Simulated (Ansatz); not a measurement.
Process, species as SMILES: FCF + 2 [H][H] (H2) → C (CH4) + 2 F (HF)
B3LYP-D3(BJ)/def2-TZVP geometries, fixed; electronic energies without zero-point terms.
Largest species:
```xyz
5

C      0.0044     0.0053     0.5043
F     -0.0170     1.1024    -0.3021
F      0.0119    -1.1085    -0.2792
H     -0.9025    -0.0002     1.1113
H      0.9218     0.0234     1.0951
```

Basis-set convergence of the energy of full hydrogenation at PBE with Ansatz (an electronic-structure program). All functions are spherical. The program fits the integrals of some runs and decomposes those of others, by size. No added dispersion term, no relativity. Functions are those of the species that has most. Reference: the value in aug-pcseg-3, -44.05 kcal/mol, itself unsure by roughly 0.24 kcal/mol (its mean distance from aug-cc-pVQZ, cc-pV5Z, def2-QZVPPD). Deviations are taken from unrounded values.

| basis | functions | energy of full hydrogenation (kcal/mol) | minus reference (kcal/mol) |
|---|---|---|---|
| 3-21G | 31 | -4.05 | 40.01 |
| 6-31G | 31 | -26.94 | 17.11 |
| def2-SVP | 52 | -29.41 | 14.64 |
| def2-SVPD | 82 | -46.27 | -2.21 |
| aug-pcseg-1 | 87 | -42.26 | 1.80 |
| 6-311++G(2d,2p) | 101 | -45.77 | -1.72 |
| def2-TZVP | 105 | -39.01 | 5.04 |
| cc-pVTZ | 118 | -38.84 | 5.22 |
| def2-TZVPD | 135 | -42.43 | 1.62 |
| jun-cc-pV(T+d)Z | 145 | -44.10 | -0.04 |
| def2-TZVPPD | 151 | -44.32 | -0.27 |
| 6-311++G(3df,3pd) | 153 | -43.60 | 0.46 |
| aug-cc-pVTZ | 184 | -43.83 | 0.22 |
| pcseg-3 | 246 | -43.99 | 0.06 |
| def2-QZVPPD | 261 | -44.14 | -0.09 |
| aug-cc-pVQZ | 332 | -44.01 | 0.04 |
| aug-pcseg-3 | 353 | -44.05 | 0.00 |
| cc-pV5Z | 383 | -43.45 | 0.60 |

The smallest set listed that lies within 4 kcal/mol of the reference with all its larger relatives (same family, alike in diffuse functions; a set with none counts only in the reference's own line) is def2-SVPD (82 functions, -2.21 kcal/mol off). Inside, with no larger relative to test it: pcseg-3, cc-pV5Z. (Relatives not listed, tested too: aug-pcseg-2 -0.04 kcal/mol.)
